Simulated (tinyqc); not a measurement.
Worked calculation (part 3 of 3): UHF in the sto-6g basis, for H3O+, spin multiplicity 1. Computed by tinyqc, a small Python program that keeps every step (integrals from PySCF). Command: `OMP_NUM_THREADS=1 python tinyqc.py 25516 25517 out.jsonl` (the two numbers bound the seeds that draw the settings). One thread of a shared host (Intel(R) Xeon(R) Processor @ 2.60GHz), about 0.2 s of CPU time with the checks.

Geometry (angstrom):
```
atom,x,y,z
O,0.0000,0.0000,0.2170
H,0.9000,0.0000,0.0000
H,-0.4500,0.7790,0.0000
H,-0.4500,-0.7790,0.0000
```

## Populations, bond orders and dipole

D(alpha) after iteration 9:
```
,1O 1s,1O 2s,1O 2px,1O 2py,1O 2pz,2H 1s,3H 1s,4H 1s
1O 1s,1.0472,-0.1914,0.0000,0.0000,-0.0222,-0.0219,-0.0218,-0.0218
1O 2s,-0.1914,0.8095,0.0000,0.0000,0.1401,0.0662,0.0662,0.0662
1O 2px,0.0000,0.0000,0.5089,0.0000,0.0000,0.2738,-0.1369,-0.1369
1O 2py,0.0000,0.0000,0.0000,0.5089,0.0000,0.0000,0.2372,-0.2372
1O 2pz,-0.0222,0.1401,0.0000,0.0000,0.9502,-0.0673,-0.0673,-0.0673
2H 1s,-0.0219,0.0662,0.2738,0.0000,-0.0673,0.1595,-0.0615,-0.0615
3H 1s,-0.0218,0.0662,-0.1369,0.2372,-0.0673,-0.0615,0.1595,-0.0616
4H 1s,-0.0218,0.0662,-0.1369,-0.2372,-0.0673,-0.0615,-0.0616,0.1595
```

D(beta) after iteration 9:
```
,1O 1s,1O 2s,1O 2px,1O 2py,1O 2pz,2H 1s,3H 1s,4H 1s
1O 1s,1.0472,-0.1914,0.0000,0.0000,-0.0222,-0.0219,-0.0218,-0.0218
1O 2s,-0.1914,0.8095,0.0000,0.0000,0.1401,0.0662,0.0662,0.0662
1O 2px,0.0000,0.0000,0.5089,0.0000,0.0000,0.2738,-0.1369,-0.1369
1O 2py,0.0000,0.0000,0.0000,0.5089,0.0000,0.0000,0.2372,-0.2372
1O 2pz,-0.0222,0.1401,0.0000,0.0000,0.9502,-0.0673,-0.0673,-0.0673
2H 1s,-0.0219,0.0662,0.2738,0.0000,-0.0673,0.1595,-0.0615,-0.0615
3H 1s,-0.0218,0.0662,-0.1369,0.2372,-0.0673,-0.0615,0.1595,-0.0616
4H 1s,-0.0218,0.0662,-0.1369,-0.2372,-0.0673,-0.0615,-0.0616,0.1595
```

overlap S:
```
,1O 1s,1O 2s,1O 2px,1O 2py,1O 2pz,2H 1s,3H 1s,4H 1s
1O 1s,1.0000,0.2311,0.0000,0.0000,0.0000,0.0596,0.0596,0.0596
1O 2s,0.2311,1.0000,0.0000,0.0000,0.0000,0.4976,0.4978,0.4978
1O 2px,0.0000,0.0000,1.0000,0.0000,0.0000,0.3922,-0.1962,-0.1962
1O 2py,0.0000,0.0000,0.0000,1.0000,0.0000,0.0000,0.3397,-0.3397
1O 2pz,0.0000,0.0000,0.0000,0.0000,1.0000,-0.0946,-0.0946,-0.0946
2H 1s,0.0596,0.4976,0.3922,0.0000,-0.0946,1.0000,0.2359,0.2359
3H 1s,0.0596,0.4978,-0.1962,0.3397,-0.0946,0.2359,1.0000,0.2362
4H 1s,0.0596,0.4978,-0.1962,-0.3397,-0.0946,0.2359,0.2362,1.0000
```

Mulliken: Z minus the diagonal of D S on the atom; Loewdin: the same with S^(1/2) D S^(1/2); Mayer order: 2 sum_s sum (D(s) S)_ij (D(s) S)_ji over the two atoms.

Charges (e):
```
atom,Mulliken,Loewdin,Mulliken spin
1O,-0.3447,-0.0158,0
2H,0.4483,0.3387,0
3H,0.4482,0.3386,-3.26e-06
4H,0.4482,0.3386,3.26e-06
```

Mayer bond orders:
```
pair,order
2-1,0.7756
3-1,0.7757
3-2,0.0117
4-1,0.7757
4-2,0.0117
4-3,0.0117
```

dipole moment about the origin, x y z (debye): 0.0002  0.0000  -0.7137

<S^2> of the determinant (pure state: 0) = 2.13e-11
